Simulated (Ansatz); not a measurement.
# BN (quintet): from Hartree-Fock to the top rungs, aug-cc-pVDZ

The task here is to estimate one member of a computed series from the others.

Method: aug-cc-pVDZ, core rule «outside noble gas», up to 2 orbitals frozen; program: Ansatz 0.2.0, Gaussian basis.

To be run: UHF; CCSD(T) on ROHF; CCSD(T) on UHF; BCCD(T) on ROHF; CISD; CCSDT(Q) on ROHF; CCSDT(Q) on UHF; CASSCF and MRCISD+Q, 8 electrons in 8 orbitals; CASSCF and NEVPT2, 8 electrons in 8 orbitals.

18 further runs of the same task are left out: 9 that didn't finish, 9 set aside as unsound or not needed.

### What is computed

The geometry is a PBE0/def2-TZVPD stationary point (not a proven minimum) of the parent state, kept for this charge and spin.

2 atoms, charge 0, spin multiplicity 5.

Atoms are counted from 1 here; the program's logs count them from 0.

Bond lengths: B1–N2 1.412 Å.

The first run:

File in.yaml:

```yaml
crystal:
  periodic: [false, false, false]
  atoms:
    - {symbol: B, position_ang: [0.000000, 0.000000, 0.000000]}
    - {symbol: N, position_ang: [0.000000, 0.000000, 1.412300]}
basis:
  gaussian: {orbitals: aug-cc-pVDZ}
magnetization: {spin_polarized: true, initial_magnetization: 4}
hamiltonian: {xc: hf}
output: {orbitals: {seedname: orbitals}}
```

Launch:

```console
> ansatz run in.yaml --threads 1 --pin off --events-out ev --progress --plain --max-ram 2393MiB
```

Steps of the session up to this table: UHF; CCSD(T) on ROHF; CCSD(T) on UHF; BCCD(T) on ROHF; CISD; CCSDT(Q) on ROHF; CCSDT(Q) on UHF; CASSCF and MRCISD+Q, 8 electrons in 8 orbitals; CASSCF and NEVPT2, 8 electrons in 8 orbitals.

One table of the session follows, with a row left open; its other results are not shown here.

| method | from UCCSDT(Q) (meV) |
| --- | --- |
| ROHF | +4399.0 |
| UHF | +4244.2 |
| RMP2 | +817.8 |
| UMP2 | +823.0 |
| CISD | +253.4 |
| RCCSD | +142.6 |
| UCCSD | +139.1 |
| RCCSD(T) | +31.7 |
| UCCSD(T) | +30.0 |
| BCCD(T) | +32.8 |
| RCCSDT | +7.3 |
| UCCSDT | +5.7 |
| RCCSDT(Q) | ? |
| UCCSDT(Q) | 0 |
| CASSCF valence | +3382.4 |
| NEVPT2 valence | +729.6 |
| MRCISD valence | +180.4 |
| MRCISD+Q valence | +21.1 |

**Question.** Estimate the row for RCCSDT(Q).

The run gave: from UCCSDT(Q) (meV): +2.3. In the column «from UCCSDT(Q) (meV)» it lies between UCCSDT(Q) (0) and UCCSDT (+5.7).

Among the levels timed on like hardware and quicker than the yardstick, those that no quicker one beats, quickest first: NEVPT2 valence (3.2 s, +729.6 meV); MRCISD+Q valence (6.5 s, +21.1 meV).

Limits of these values: Of the multireference levels listed MRCISD+Q valence comes nearest in total energy (+21.1 meV), which doesn't show that its space is the better one. Restricted and unrestricted rows rest on different reference determinants; where their highest levels disagree by more than a few hundredths of an eV, they describe different states and don't form one ladder.
